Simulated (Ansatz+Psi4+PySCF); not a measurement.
doublet CH₃: levels of theory in one basis

```
atom    x (Å)    y (Å)   z (Å)
   C   0.0000   0.0000  0.0000
   H   1.0773   0.0000  0.0000
   H  -0.5387   0.9330  0.0000
   H  -0.5387  -0.9330  0.0000
```

Basis set: cc-pVTZ (spherical functions). Frozen core: 1 orbital. Correlation on ROHF uses semicanonical orbitals with singles. Charge 0, multiplicity 2.

Computed with Ansatz (development build ahead of 0.2.0) and Psi4 1.11; each method stands on the lowest determinant of its kind that the runs found.

```json
{"method": "ROHF", "E − E(ROHF) (eV)": "0.00", "<S²> of the determinant": "0.75"}
{"method": "UHF", "E − E(ROHF) (eV)": "-0.12", "<S²> of the determinant": "0.76"}
{"method": "ROHF-MP2", "E − E(ROHF) (eV)": "-4.44", "<S²> of the determinant": "–"}
{"method": "UHF-MP2", "E − E(ROHF) (eV)": "-4.43", "<S²> of the determinant": "0.76"}
{"method": "ROHF-CCSD", "E − E(ROHF) (eV)": "-4.98", "<S²> of the determinant": "–"}
{"method": "UHF-CCSD", "E − E(ROHF) (eV)": "-4.99", "<S²> of the determinant": "0.76"}
```

Problem. What does ROHF-CCSD(T) give on the same scale?

Solution. -5.11 eV.
